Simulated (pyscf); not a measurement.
Optimised with ωB97X-D3(BJ)/def2-SVP in PySCF.

Task: PBE/def2-TZVP puts the barrier of `[O]=[W](=[O])([OH])[F]` + `[FH]` -> `[O]=[W](=[O])([F])[F]` + `[OH2]` (four-centre exchange; singlet surface; O–W, F–H broken, F–W, H–O formed) at -10.7 kJ/mol and the reaction energy at -22.8 kJ/mol, from the separated reactants. What do r²SCAN/def2-TZVP, M06-2X/def2-TZVP, ωB97M-D3(BJ)/def2-TZVP give on the same structures?

Result: r²SCAN: ΔE‡ = -17.5 kJ/mol, ΔE = -21.9 kJ/mol; M06-2X: ΔE‡ = -9.2 kJ/mol, ΔE = -10.3 kJ/mol; ωB97M-D3(BJ): ΔE‡ = -3.4 kJ/mol, ΔE = -18.7 kJ/mol. PBE's barrier lies among them. Its reaction energy matches one of them and lies within 12.5 kJ/mol of the others. On the reactant side the descent ends in a complex, 32.5 kJ/mol under the separated species and 24.6 kJ/mol under the saddle at ωB97X-D3(BJ)/def2-TZVP. On the product side the descent ends in an adduct with a O–W contact, 73.4 kJ/mol under the separated species and 81.2 kJ/mol under the saddle at ωB97X-D3(BJ)/def2-TZVP. At PBE, r²SCAN, M06-2X, ωB97M-D3(BJ) the saddle lies under the separated reactants, which points to a path from their complex (located at ωB97X-D3(BJ) alone). What is counted as broken (O–W) persists as a longer contact in the product adduct; parting that adduct is a step of its own. One saddle was located; it need not be the lowest between these sides. Elements past Kr carry the def2 core potentials, without spin-orbit coupling.
